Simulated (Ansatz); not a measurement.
# Worked example: correlation energy of SiF⁺, triplet

Geometry: a point of a stretch scan, not a stationary point.

```csv
atom,x (Å),y (Å),z (Å)
Si,0.0000,0.0000,0.0000
F,0.0000,0.0000,1.7460
```

Basis 6-31G; Ansatz 0.2.0. Correlated methods freeze the noble-gas cores, which leaves 10 electrons in 16 orbitals. R marks a restricted (for open shells ROHF) determinant, U an unrestricted one.

Full CI is exact within this basis and frozen core; it isn't the basis-set limit. The frozen core follows each run's orbitals, which can shift R against U totals by a few meV.

Runs differ by some tens of microhartree through their thresholds and, for an open shell, their frozen cores, so steps under 0.1 kcal/mol mean nothing.

| level | total energy (hartree) |
| --- | --- |
| UHF | -387.883896 |
| UMP2 | -388.028714 |
| UCCSD | -388.036857 |
| UCCSD(T) | -388.040241 |
| UCCSDT | -388.041259 |
| UCCSDT(Q) | -388.041969 |
| UCCSDTQ | -388.041731 |
| full CI | -388.041692 |

What is the correlation energy at full CI, and what share of it do UMP2 and UCCSDT recover?

E(corr) = -388.041692 − (-387.883896) = -0.157796 hartree = -4.294 eV. UMP2: -0.144818 / -0.157796 = 91.78 %. UCCSDT: -0.157363 / -0.157796 = 99.73 %.

By how many kcal/mol does UCCSD(T) miss full CI (1 hartree = 627.509 kcal/mol), and which steps make up the rest?

-388.040241 − (-388.041692) = 0.001451 hartree = 0.91 kcal/mol. Steps: UCCSDT − UCCSD(T) = -0.64, UCCSDT(Q) − UCCSDT = -0.45, UCCSDTQ − UCCSDT(Q) = 0.15, full CI − UCCSDTQ = 0.02 kcal/mol. Differences between like states or geometries often cancel part of this.
